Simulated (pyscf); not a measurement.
This saddle point was located with ωB97X-D3(BJ)/def2-SVP in PySCF.

```xyz
7

N     -0.1953    -0.2151     0.7138
Si     1.1254    -0.4240    -0.4555
H      0.0481    -0.2902     1.8706
H     -1.1251    -0.5597     0.4749
H      2.1381     0.2541     0.4588
F      0.0823     0.7698     2.6870
H     -0.2171     0.7627     1.3821
```

Surface: singlet, charge 0. Lowest wavenumbers (cm⁻¹): 1984i, 130, 260, 581, 602.

Q: Name the species on either side of this saddle.

A: H₂N–SiH: (SMILES N[SiH]) [singlet] + HF (SMILES F) <-> H₂N–SiH: (SMILES N[SiH]) [singlet] + HF (SMILES F), a four-centre exchange read from left to right: H–N, F–H broken and H–N, F–H formed. At CCSD(T)/def2-TZVPP + ΔMP2(QZVPP) it lies +181.8 kJ/mol from the left side and +181.8 kJ/mol from the right (each side as separated species at their lowest minima found). On the reactant side the descent ends in a complex, 18.0 kJ/mol under the separated species and 186.0 kJ/mol under the saddle at ωB97X-D3(BJ)/def2-TZVP. On the product side the descent ends in a complex, 18.0 kJ/mol under the separated species and 186.0 kJ/mol under the saddle at ωB97X-D3(BJ)/def2-TZVP. At ωB97X-D3(BJ) the barrier from the zero used here is 168.0 kJ/mol. The same reactants have a lower exit, to H₂N–Si:–F [singlet] + H₂ (barrier +31.6 kJ/mol at ωB97M-D3(BJ), against +166.2 kJ/mol here). This is the saddle that the search found; another between the same sides may lie lower. The CCSD(T) − MP2 part came from Ansatz, without density fitting, on the same reference.
